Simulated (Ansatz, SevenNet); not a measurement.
How the equilibrium lattice constant a of Cu2ZnSnS4 (I-4, No. 82) moves with the method

No measured value is used here.

```json
[
 {"level (code)": "SevenNet-l3i5", "value (Å)": "5.463"},
 {"level (code)": "LDA (Ansatz)", "value (Å)": "(withheld)"},
 {"level (code)": "PBE (Ansatz)", "value (Å)": "5.468"},
 {"level (code)": "PBE-D3(BJ) (Ansatz)", "value (Å)": "5.394"},
 {"level (code)": "r²SCAN+rVV10 (Ansatz)", "value (Å)": "5.391"}
]
```

### Question
Some entries are withheld; supply them.

### Answer

- LDA (Ansatz, a program for electronic structure), value (Å): 5.318

Cutoffs differ between the levels. Ansatz's density-functional and Hartree–Fock values are scalar-relativistic unless marked +SOC, with PAW data made under PBE.

Machine-learned potentials (SevenNet-l3i5) are trained on DFT data: a solid inside that data is no test of them.
